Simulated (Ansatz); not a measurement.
Ansatz (a quantum-chemistry and plane-wave program) input:

Ansatz 0.2 input:
```yaml
crystal:
  periodic: [false, false, false]
  atoms:
    - {symbol: C, position_ang: [-0.00541272, 0.00514807, 0.86088345]}
    - {symbol: C, position_ang: [-0.00020344, -0.64634739, -0.49579893]}
    - {symbol: C, position_ang: [0.00648613, 0.64037189, -0.50345144]}
    - {symbol: H, position_ang: [0.90225350, 0.00400638, 1.46236727]}
    - {symbol: H, position_ang: [-0.92057007, 0.01341463, 1.45085018]}
    - {symbol: H, position_ang: [-0.00162276, -1.57792247, -1.03216063]}
    - {symbol: H, position_ang: [0.01471952, 1.56546606, -1.05085530]}
basis:
  gaussian:
    orbitals: def2-TZVPD
hamiltonian:
  xc: {name: BLYP}
output: {forces: true}
```

**Question.** Which total energy does the run end on?

**Answer.** -116.60760 Eh (BLYP/def2-TZVPD). The basis has 147 functions.
